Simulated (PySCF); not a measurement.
Bond stretch in SMILES ClCC. The C2–Cl8 bond (C2 also carries C, H, H; Cl8 carries nothing else) is varied alone, starting from the PBE0/def2-TZVP optimised geometry.

Computed with: UHF/cc-pVDZ (PySCF); RHF/cc-pVDZ (PySCF); UKS-LDA (SVWN5) = PySCF with unrestricted LDA (SVWN5)/cc-pVDZ; RKS-LDA (SVWN5) = PySCF 2.14.0 with restricted LDA (SVWN5)/cc-pVDZ; UKS-PBE = unrestricted PBE/cc-pVDZ run with PySCF; RKS-PBE = PySCF 2.14.0 with restricted PBE/cc-pVDZ; UKS-PBE0 = unrestricted PBE0/cc-pVDZ run with PySCF; RKS-PBE0 = PySCF with restricted PBE0/cc-pVDZ; UKS-B3LYP/6-31G* = unrestricted B3LYP/6-31G*, spherical d (PySCF); RKS-B3LYP/6-31G* = restricted B3LYP/6-31G*, spherical d run with PySCF; UKS-BP86/6-31G* = unrestricted BP86/6-31G*, spherical d (PySCF); RKS-BP86/6-31G* = restricted BP86/6-31G*, spherical d run with PySCF.

Scanned distances (Å): 1.35, 1.43, 1.53, 1.60, 1.67, 1.72, 1.79, 1.85, 1.88, 1.98, 2.07, 2.22, 2.39, 2.67, 2.98, 3.21, 3.54, 3.95, 4.36, 4.81, 5.41, 6.20.

Where does the unrestricted solution first break spin symmetry (<S²> of 0.01 or more)?

UHF: between 2.22 and 2.39 Å; UKS-LDA (SVWN5): between 2.98 and 3.21 Å; UKS-PBE: between 2.67 and 2.98 Å; UKS-PBE0: between 2.39 and 2.67 Å; UKS-B3LYP/6-31G*: between 2.67 and 2.98 Å; UKS-BP86/6-31G*: between 2.67 and 2.98 Å.

| R / Å | <S²> UHF | E(RHF) − E(UHF) / kcal/mol | <S²> UKS-LDA (SVWN5) | E(RKS-LDA (SVWN5)) − E(UKS-LDA (SVWN5)) / kcal/mol | <S²> UKS-PBE | E(RKS-PBE) − E(UKS-PBE) / kcal/mol | <S²> UKS-PBE0 | E(RKS-PBE0) − E(UKS-PBE0) / kcal/mol | <S²> UKS-B3LYP/6-31G* | E(RKS-B3LYP/6-31G*) − E(UKS-B3LYP/6-31G*) / kcal/mol | <S²> UKS-BP86/6-31G* | E(RKS-BP86/6-31G*) − E(UKS-BP86/6-31G*) / kcal/mol |
|---|---|---|---|---|---|---|---|---|---|---|---|---|
| 1.35 | 0.00 | 0.0 | 0.00 | 0.0 | 0.00 | 0.0 | 0.00 | 0.0 | 0.00 | 0.0 | 0.00 | 0.0 |
| 1.43 | 0.00 | 0.0 | 0.00 | 0.0 | 0.00 | 0.0 | 0.00 | 0.0 | 0.00 | 0.0 | 0.00 | 0.0 |
| 1.53 | 0.00 | 0.0 | 0.00 | 0.0 | 0.00 | 0.0 | 0.00 | 0.0 | 0.00 | 0.0 | 0.00 | 0.0 |
| 1.60 | 0.00 | 0.0 | 0.00 | 0.0 | 0.00 | 0.0 | 0.00 | 0.0 | 0.00 | 0.0 | 0.00 | 0.0 |
| 1.67 | 0.00 | 0.0 | 0.00 | 0.0 | 0.00 | 0.0 | 0.00 | 0.0 | 0.00 | 0.0 | 0.00 | 0.0 |
| 1.72 | 0.00 | 0.0 | 0.00 | 0.0 | 0.00 | 0.0 | 0.00 | 0.0 | 0.00 | 0.0 | 0.00 | 0.0 |
| 1.79 | 0.00 | 0.0 | 0.00 | 0.0 | 0.00 | 0.0 | 0.00 | 0.0 | 0.00 | 0.0 | 0.00 | 0.0 |
| 1.85 | 0.00 | 0.0 | 0.00 | 0.0 | 0.00 | 0.0 | 0.00 | 0.0 | 0.00 | 0.0 | 0.00 | 0.0 |
| 1.88 | 0.00 | 0.0 | 0.00 | 0.0 | 0.00 | 0.0 | 0.00 | 0.0 | 0.00 | 0.0 | 0.00 | 0.0 |
| 1.98 | 0.00 | 0.0 | 0.00 | 0.0 | 0.00 | 0.0 | 0.00 | 0.0 | 0.00 | 0.0 | 0.00 | 0.0 |
| 2.07 | 0.00 | 0.0 | 0.00 | 0.0 | 0.00 | 0.0 | 0.00 | 0.0 | 0.00 | 0.0 | 0.00 | 0.0 |
| 2.22 | 0.00 | 0.0 | 0.00 | 0.0 | 0.00 | 0.0 | 0.00 | 0.0 | 0.00 | 0.0 | 0.00 | 0.0 |
| 2.39 | 0.27 | 1.1 | 0.00 | 0.0 | 0.00 | 0.0 | 0.00 | 0.0 | 0.00 | 0.0 | 0.00 | 0.0 |
| 2.67 | 0.71 | 11.6 | 0.00 | 0.0 | 0.00 | 0.0 | 0.03 | 0.0 | 0.00 | 0.0 | 0.00 | 0.0 |
| 2.98 | 0.90 | 27.4 | 0.00 | 0.0 | 0.08 | 0.1 | 0.45 | 3.7 | 0.36 | 2.0 | 0.06 | 0.0 |
| 3.21 | 0.96 | 38.7 | 0.10 | 0.1 | 0.37 | 1.6 | 0.62 | 8.1 | 0.54 | 5.5 | 0.35 | 1.4 |
| 3.54 | 0.99 | 53.2 | 0.44 | 1.9 | 0.58 | 4.9 | 0.76 | 14.4 | 0.69 | 10.7 | 0.55 | 4.6 |
| 3.95 | 1.01 | 67.8 | 0.62 | — | 0.69 | — | 0.86 | 20.9 | 0.78 | 16.1 | 0.67 | 8.2 |
| 4.36 | 1.01 | 78.8 | 0.70 | — | 0.75 | — | 0.91 | 25.7 | 0.84 | 20.1 | 0.73 | — |
| 4.81 | 1.01 | 87.5 | 0.74 | — | 0.78 | — | 0.95 | 29.3 | 0.87 | 23.1 | 0.76 | — |
| 5.41 | 1.01 | 95.3 | 0.77 | — | 0.81 | — | 0.97 | 32.4 | 0.89 | 25.5 | 0.78 | — |
| 6.20 | 1.01 | 101.8 | 0.78 | — | 0.82 | — | 0.99 | 34.7 | 0.02 | — | 0.00 | — |

Dashes: no converged value, or the column stops at the first point that the program doubted or that broke a chosen test of continuity, which isn't proof of a fault.
